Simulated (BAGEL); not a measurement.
**BF2 (SMILES F[B]F): UHF/cc-pVTZ (density fitting with qzvpp-jkfit)**

What is the energy change on altering one bond length of BF2 at UHF/cc-pVTZ (density fitting with qzvpp-jkfit)? 

The results are computed with BAGEL 1.2.2.

2 further runs of the same task are left out: 2 set aside as unsound or not needed. Runs told in other sessions of the task aren't counted.

### 1 The structure to begin with

The species is BF2 (3 atoms), meant as a doublet with charge 0. SMILES: `F[B]F`. Geometry: relaxed at PBE0-D4/def2-TZVP.

Bond lengths: F1–B2 1.306 Å, B2–F3 1.306 Å. Angles: F1–B2–F3 121.1°.

### 2 A single-point energy at UHF/cc-pVTZ (density fitting with qzvpp-jkfit)

The input, hf.json:

```json
{ "bagel": [

{
  "title": "molecule",
  "basis": "cc-pvtz.json",
  "df_basis": "qzvpp-jkfit",
  "angstrom": true,
  "geometry": [
    { "atom": "F", "xyz": [       0.513100,      -1.044300,       0.160000 ] },
    { "atom": "B", "xyz": [       0.279000,       0.240500,       0.181300 ] },
    { "atom": "F", "xyz": [      -0.802900,       0.738900,      -0.354600 ] }
  ]
},

{ "title": "uhf", "nopen": 1 },

{ "title": "print", "file": "orbitals.molden", "orbitals": true }

]}
```

The basis set cc-pVTZ is read from a file made from the Basis Set Exchange's data (not shown).

Run with:

```bash
$ BAGEL_NUM_THREADS=1 BAGEL hf.json > hf.out
```

Log:

```text
* using 1 threads per process

  ===============================================================
  ===============================================================

  *** Geometry ***

  { "atom" : "F", "xyz" : [      0.969618,     -1.973441,      0.302356 ] },
  { "atom" : "B", "xyz" : [      0.527234,      0.454479,      0.342607 ] },
  { "atom" : "F", "xyz" : [     -1.517261,      1.396319,     -0.670097 ] },

  Number of auxiliary basis functions:      229

  Since a DF basis is specified, we compute 2- and 3-index integrals:
    o Being stored without compression. Storage requirement is 0.015 GB

  Number of basis functions:       90
  Number of electrons      :       23

    * METHOD: MOLECULE                             0.10

  *** Open-shell HF ***

  === Nuclear Repulsion ===
    55.3022842978

      * DIIS with orbital gradients will be used.

  === UHF iteration (cc-pvtz.json) ===
      0       -223.42877578          0.05091640           0.04
      1       -223.59390205          0.03698962           0.04
      2       -223.66248217          0.02212156           0.04
      3       -223.70655184          0.00127571           0.04
      4       -223.70728470          0.00033603           0.04
      5       -223.70735602          0.00009920           0.04
      6       -223.70736719          0.00002717           0.04
      7       -223.70736864          0.00000992           0.04
      8       -223.70736887          0.00000368           0.04
      9       -223.70736891          0.00000090           0.04
     10       -223.70736891          0.00000021           0.04
     11       -223.70736891          0.00000008           0.04
     12       -223.70736891          0.00000004           0.04
     13       -223.70736891          0.00000002           0.04
     14       -223.70736891          0.00000001           0.04
    * SCF iteration converged.

    * S^2 (UHF) is 0.7522

    * Permanent dipole moment:
           (   -0.152255,    -0.141109,    -0.100053) a.u.

    * METHOD: UHF                                  0.73

    * METHOD: PRINT                                0.03

  ===============================================================
```

Run time: 0.99 s. Hardware: 1 thread of Arm Neoverse N1, shared host.

### 3 The distorted shape at the same level

The input, input.json:

```json
{ "bagel" : [

{
  "title" : "molecule",
  "basis" : "cc-pvtz.json",
  "df_basis" : "qzvpp-jkfit",
  "angstrom" : "true",
  "geometry" : [
    { "atom" : "F", "xyz" : [       0.583336,      -1.429774,       0.153609 ] },
    { "atom" : "B", "xyz" : [       0.279000,       0.240500,       0.181300 ] },
    { "atom" : "F", "xyz" : [      -0.802900,       0.738900,      -0.354600 ] }
  ]
},

{ "title" : "uhf", "nopen" : 1 },

{ "title" : "print", "file" : "orbitals.molden", "orbitals" : "true" }

]}
```

The basis set cc-pVTZ is read from a file made from the Basis Set Exchange's data (not shown).

Run with:

```bash
$ BAGEL_NUM_THREADS=1 BAGEL input.json > input.out
```

Log:

```text
* using 1 threads per process

  ===============================================================
  ===============================================================

  *** Geometry ***

  { "atom" : "F", "xyz" : [      1.102345,     -2.701881,      0.290279 ] },
  { "atom" : "B", "xyz" : [      0.527234,      0.454479,      0.342607 ] },
  { "atom" : "F", "xyz" : [     -1.517261,      1.396319,     -0.670097 ] },

  Number of auxiliary basis functions:      229

  Since a DF basis is specified, we compute 2- and 3-index integrals:
    o Being stored without compression. Storage requirement is 0.015 GB

  Number of basis functions:       90
  Number of electrons      :       23

    * METHOD: MOLECULE                             0.10

  *** Open-shell HF ***

  === Nuclear Repulsion ===
    48.5930302456

      * DIIS with orbital gradients will be used.

  === UHF iteration (cc-pvtz.json) ===
      0       -223.27270096          0.05553637           0.04
      1       -223.41637484          0.04982520           0.04
      2       -223.52158868          0.03290034           0.04
      3       -223.63276347          0.00215973           0.04
      4       -223.63459783          0.00104962           0.04
      5       -223.63499011          0.00043009           0.04
      6       -223.63511405          0.00013838           0.04
      7       -223.63512854          0.00005484           0.04
      8       -223.63513142          0.00001713           0.04
      9       -223.63513180          0.00000896           0.04
     10       -223.63513195          0.00000475           0.04
     11       -223.63513203          0.00000272           0.04
     12       -223.63513206          0.00000177           0.04
     13       -223.63513208          0.00000101           0.04
     14       -223.63513208          0.00000048           0.04
     15       -223.63513208          0.00000028           0.04
     16       -223.63513208          0.00000017           0.04
     17       -223.63513208          0.00000007           0.04
     18       -223.63513208          0.00000004           0.04
     19       -223.63513208          0.00000002           0.04
     20       -223.63513208          0.00000002           0.04
     21       -223.63513208          0.00000001           0.04
     22       -223.63513208          0.00000001           0.04
    * SCF iteration converged.

    * S^2 (UHF) is 0.7588

    * Permanent dipole moment:
           (    0.053250,    -0.955232,    -0.082162) a.u.

    * METHOD: UHF                                  1.09

    * METHOD: PRINT                                0.03

  ===============================================================
```

It took 1.4 s on 1 thread of Arm Neoverse N1, shared host.

### 4 Results

Level: UHF/cc-pVTZ (density fitting with qzvpp-jkfit).

| quantity | value |
| --- | --- |
| first shape: total energy | -223.70737 Eh |
| first shape: dipole moment | 0.59 D |
| first shape: ⟨S²⟩ | 0.752 |
| distorted shape: total energy | -223.63513 Eh |
| distorted shape: dipole moment | 2.44 D |
| distorted shape: ⟨S²⟩ | 0.759 |
| energy change with the F1–B2 bond stretched from 1.306 to 1.698 Å | 1.966 eV |

**Reading.** With the F1–B2 bond stretched from 1.306 to 1.698 Å the energy rises by 1.97 eV (45 kcal/mol). The first shape isn't relaxed at this level, so the change isn't measured from a minimum.
